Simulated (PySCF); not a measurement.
1,3,4-oxdiazole, C₂H₂N₂O.
Cartesian coordinates in Å at the GFN2-xTB level; atoms count from 1:
```xyz
7
C2H2N2O angstrom
C     -1.044    0.110    0.048
N     -0.628   -1.040    0.452
N      0.714   -1.031    0.329
C      1.035    0.123   -0.143
O     -0.037    0.906   -0.347
H     -2.055    0.456    0.005
H      2.018    0.481   -0.369
```

Computed, not measured: CAM-B3LYP/def2-SVPD in PySCF (dipole) on a GFN2-xTB geometry, gas phase.

Take the most abundant isotopes and a rigid rotor. 

(1) What are A, B and C (cm⁻¹)?

(2) What kind of rotor is it?

(3) Is it planar, by Δ = Ic − Ia − Ib?

(4) Where do the levels up to J = 2 lie, in MHz?

(5) Which lines would a microwave search look for?

(6) Estimate the classical rotational partition function at 10 K, 50 K and 298.15 K.

Results:

(1) Ia = 47.30, Ib = 48.46, Ic = 95.76 u·Å²; 505379 MHz·u·Å²/I gives 10684, 10428 and 5277 MHz, that is A = 0.35638, B = 0.34785, C = 0.17603 cm⁻¹.

(2) A near-oblate asymmetric top: κ = (2 × 10428 − 10684 − 5277)/(10684 − 5277) = 0.91.

(3) Planar: Δ = Ic − Ia − Ib = 0.00 u·Å². For a rigid frame Δ = −2 Σ m c², so it vanishes when all atoms lie in the ab plane; here none is more than 0.01 Å from it.

(4) Above 0(0,0):
J = 1: 1(0,1) 15706, 1(1,1) 15961, 1(1,0) 21112
J = 2: 2(0,2) 42212, 2(1,2) 42221, 2(1,1) 57674, 2(2,1) 58441, 2(2,0) 63346

(5) The dipole components are |μa| = 3.21 D, |μb| = 0.00 D, |μc| = 0.00 D; the symmetry axis of this C2v structure is a, so μb and μc vanish by symmetry and there are no b-type or c-type lines. Some lines, for components of 0.1 D or more:

```
type  branch         J(Ka,Kc)    MHz  lower level (cm⁻¹)
   a       Q  1(1,0) ← 1(1,1)   5151               0.532
   a       Q  4(3,1) ← 4(3,2)  14576               6.338
   a       Q  3(2,1) ← 3(2,2)  15075               3.521
   a       R  2(1,2) ← 1(1,1)  26260               0.532
   a       R  2(0,2) ← 1(0,1)  26507               0.524
   a       R  2(1,1) ← 1(1,0)  36562               0.704
   a       Q  4(1,3) ← 4(1,4)  36934               4.225
   a       R  3(0,3) ← 2(0,2)  36946               1.408
   a       R  3(2,2) ← 2(2,1)  47117               1.949
   a       R  4(0,4) ← 3(0,3)  47496               2.640
   a       R  3(1,2) ← 2(1,1)  47837               1.924
   a       R  3(2,1) ← 2(2,0)  57287               2.113
   a       R  4(2,3) ← 3(2,2)  58031               3.521
   a       R  4(3,1) ← 3(3,0)  77870               4.227
```

(6) Point group C2v, symmetry number σ = 2; q = (√π/σ)·√((kT/h)³/(ABC)), k/h = 20836.6 MHz/K: 110 at 10 K, 1230 at 50 K, 17900 at 298.15 K.

No frequency check. Constants of a rigid frame at the computed geometry: no zero-point averaging, no centrifugal distortion. Quadrupole hyperfine structure (14N) is left out.

Time: 5.8 s. Hardware: x86-64 server, one thread, on a shared host. This is the CAM-B3LYP/def2-SVPD job that gave the dipole, with the excitations it also computed.
